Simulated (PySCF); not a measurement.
Isothiocyanic acid, CHNS.
SMILES with atom numbers: `[NH:1]=[C:2]=[S:3]` (hydrogens: H4 on N1)

Computed by this run: PySCF 2.14.0, PBE0-D3(BJ)/def2-TZVP geometry optimisation, gas phase; density fitting, grid level 2; the optimiser is geomeTRIC in internal coordinates, started from a GFN2-xTB structure with every atom displaced at random (about 0.01 Å).

Step 0: E = -13372.7157 eV
```
atom  x, y, z in Å  |  force x, y, z in eV/Å
N1     -0.7590   -0.2044    0.3129   -2.513  -0.208  -0.567
C2      0.3891    0.0029    0.4413    0.858  -0.125   0.404
S3      1.8695    0.0828    0.8355    1.752   0.309   0.222
H4     -1.4617    0.0934   -0.3332   -0.097   0.024  -0.059
```

Question: Estimate the geometry and energy of step 1. (The exact step hangs on the optimiser's Hessian estimate; all steps are aligned on step 0, rigid shifts and turns removed.)

Answer: E = -13372.7932 eV, largest force 0.254 eV/Å
```
atom  x, y, z in Å  |  force x, y, z in eV/Å
N1     -0.7928   -0.2146    0.3177    0.195  -0.019   0.109
C2      0.3802   -0.0384    0.4896   -0.207   0.027  -0.144
S3      1.9034    0.1111    0.8109   -0.026  -0.021   0.036
H4     -1.4527    0.1166   -0.3617    0.038   0.012   0.000
```

The energy changes by -0.0776 eV. The first-order estimate −F·Δx gives -0.1655 eV and the mean of the old and new forces, exact on a quadratic surface, -0.0758 eV. The step makes an angle of 59° with the force vector and moves no atom by more than 0.064 Å.

The cost below is that of the whole optimisation. On Arm Neoverse V2, one thread, no GPU, shared host with 32 logical CPUs at a one-minute load of 54, this took 14 s of wall time and 0.38 GiB of memory at its peak.
